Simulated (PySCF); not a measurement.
## From computed data to an observable: entropy of an ideal gas

dimethyl ether (C₂H₆O), SMILES COC.

Geometry optimised at B3LYP-D3(BJ)/def2-TZVP.

PySCF with B3LYP-D3(BJ)/def2-TZVP gives the harmonic wavenumbers 212, 245, 414, 941, 1119, 1163, 1193, 1195, 1268, 1461, 1482, 1489, 1491, 1498, 1515, 2962, 2974, 3004, 3009, 3112, 3114 cm⁻¹ and the rotational temperatures 1.8922, 0.4804, 0.4262 K. The molar mass is 46.07 g/mol, the symmetry number 2, the spin multiplicity 1.

Problem. Work out the entropy at 298.15 K and 1 atm in the rigid-rotor, harmonic-oscillator model.

Solution. 
Translation (Sackur–Tetrode at 1 atm): S = R[1.5 ln M + 2.5 ln T − 1.16487] = 156.5 J/(mol K).
Rotation: q = (√π/σ) T^1.5/√(θA θB θC) = 7330, S = R[ln q + 3/2] = 86.5 J/(mol K).
Vibration: with u = 1.4388 ν/T, each mode gives R[u/(e^u − 1) − ln(1 − e^−u)]:
| ν (cm⁻¹) | modes | u | S (J/(mol K)) |
|---|---|---|---|
| 212 | 1 | 1.02 | 8.48 |
| 245 | 1 | 1.18 | 7.39 |
| 414 | 1 | 2.00 | 3.82 |
| 941 | 1 | 4.54 | 0.50 |
| 1119 | 1 | 5.40 | 0.24 |
| 1163 | 1 | 5.61 | 0.20 |
| 1193 | 1 | 5.76 | 0.18 |
| 1195 | 1 | 5.77 | 0.18 |
| 1268 | 1 | 6.12 | 0.13 |
| 1461 | 1 | 7.05 | 0.06 |
| 1482 | 1 | 7.15 | 0.05 |
| 1489 | 1 | 7.19 | 0.05 |
| 1491 | 1 | 7.20 | 0.05 |
| 1498 | 1 | 7.23 | 0.05 |
| 1515 | 1 | 7.31 | 0.05 |
The stiffer modes add less than 0.005 each. Sum 21.4 J/(mol K).
Spin: R ln 1 = 0.0 J/(mol K).
Total 264.4 J/(mol K); the program's own thermochemistry gives 264.4. Translation makes up 59 % and vibration 8 %. Anharmonicity, hindered rotation and orbital degeneracy are left out.
